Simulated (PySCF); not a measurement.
Gas-phase reaction: 3 N + 3 Cl2 + 4 SiH → 2 SiCl3NH2 + Si2N

Computed with PySCF and rigid-rotor harmonic-oscillator thermochemistry at 1 bar. † marks an energy on the PBE0/def2-TZVP geometry and frequencies; other levels use their own. 6-31G* has spherical d functions here. Open shells (unrestricted): N (multiplicity 4), SiH (multiplicity 2), Si2N (multiplicity 2); the rest are closed-shell singlets. Spin-orbit splitting is ignored; it lowers the true energy and changes the entropy of SiH, Si2N. B3LYP is the form with VWN-RPA correlation. SiCl3NH2: computed as isolated molecules; such fragments, hydroxides, amides, oligomers or adducts are transient or little studied in the gas.

B3LYP/6-31G* gives ΔH°(298 K) = -3519 kJ.

**Question.** What do BLYP/def2-TZVP†, r2SCAN/def2-TZVP†, LDA/def2-TZVP† give?

**Answer.** BLYP/def2-TZVP†: -3566 kJ; r2SCAN/def2-TZVP†: -3728 kJ; LDA/def2-TZVP†: -4190 kJ. For scale, ΔH°(298 K) is -3519 kJ at this level, -3732 kJ at ωB97M-V/def2-TZVP†, and runs from -4358 to -3519 kJ over the 14 levels computed († marks an energy on the PBE0/def2-TZVP geometry).
